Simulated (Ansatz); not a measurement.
## Se (model structure, started from the beta-Sn type, I4₁/amd, No. 141, 2 atoms in the cell): properties by level of theory

| level (code) | lattice constant a (Å) | c axis length (Å) |
|---|---|---|
| PBE (Ansatz) | 5.754 | 2.739 |
| PBEsol (Ansatz) | 5.648 | 2.701 |
| PBE-D3(BJ) (Ansatz) | 5.655 | 2.718 |
| r²SCAN (Ansatz) | 5.742 | 2.718 |

Ansatz's density-functional and Hartree–Fock values are scalar-relativistic unless marked +SOC, with PAW data made under PBE.

Static lattice: no zero-point or thermal effects.

A model structure was made by putting elements into a prototype or built by hand; it is no filed structure, need not be a known phase, and can be a saddle point held by its symmetry.

Ansatz is an electronic-structure program.
